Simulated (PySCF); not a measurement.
One of the candidates below gave these computed data.

* 1H NMR: chemical shifts (computed TMS as zero) by class: 1.59 (9 H) ppm [GIAO PBE0/pcSseg-1]
* Rotational structure: rotational constants A, B, C: 4.558, 3.047, 3.047 GHz [GFN2-xTB]
* NMR, other nuclei: isotropic shieldings of nuclei other than C and H, by class: 686 (1 Cl) ppm [GIAO PBE0/pcSseg-1]
* Dipole: 2.27 D [PBE0/pcSseg-1]
* 13C NMR: chemical shifts (computed TMS as zero) by class: 69.4 (1 C), 36.4 (3 C) ppm [GIAO PBE0/pcSseg-1]

Electronic properties: PySCF, gas phase, density fitting. Levels stand in brackets. Isolated species at its GFN2-xTB geometry, gas phase. NMR classes are plain means over equivalent atoms (diastereotopic ones count apart unless rotation or inversion swaps them), as if these changed places fast.

Question: Which candidate is it?
A. `CCCCCl`
B. `CC(C)(C)Cl`
C. `ClCC1CC1`
D. `Clc1ccsc1`

Answer: B. It is `CC(C)(C)Cl`. Numbering: `[CH3:1][C:2]([CH3:3])([CH3:4])[Cl:5]`. Its formula, C4H9Cl, gives 0 degrees of unsaturation, so no ring and no π bond. 4 carbons fall into 2 classes; from least to most shielded: sp3 C–Cl carbon [C2] (69.4 ppm), methyl carbon [C1/C3/C4] (36.4 ppm, 3 C). All hydrogens form one class (1.59 ppm): methyl hydrogen. The other shieldings belong to: 686 ppm, alkyl chlorine [Cl5]. The optimised geometry has point group C3v and is a prolate symmetric top.

The others, at the same levels:
- `CCCCCl` fails: it has 4 carbon classes against 2; its computed 13C shifts are 50.6 (1 C), 41.7 (1 C), 25.6 (1 C), 16.7 (1 C) ppm, 1H shifts are 3.45 (2 H), 1.64 (2 H), 1.18 (2 H), 1.08 (3 H) ppm and rotational constant A is 16.834 GHz (against 4.558 GHz).
- `ClCC1CC1` fails: it has 7 hydrogens where the 1H data count 9; its computed 13C shifts are 57.2 (1 C), 17.7 (1 C), 8.0 (2 C) ppm, 1H shifts are 3.40 (2 H), 1.12 (1 H), 0.65 (2 H), 0.26 (2 H) ppm and rotational constant A is 11.781 GHz (against 4.558 GHz).
- `Clc1ccsc1` fails: it has 3 hydrogens where the 1H data count 9; its computed 13C shifts are 136.4 (1 C), 133.8 (1 C), 132.9 (1 C), 128.7 (1 C) ppm, 1H shifts are 7.19 (1 H), 7.07 (1 H), 6.98 (1 H) ppm and rotational constant A is 7.225 GHz (against 4.558 GHz).

Each candidate is one conformer, not necessarily the lowest. The conformers computed, where there is a choice (atom-mapped SMILES and torsion angles):
- `[CH3:1][CH2:2][CH2:3][CH2:4][Cl:5]`: C1–C2–C3–C4 180°, C2–C3–C4–Cl5 180°
- `[Cl:1][CH2:2][CH:3]1[CH2:4][CH2:5]1`: Cl1–C2–C3–C4 151°
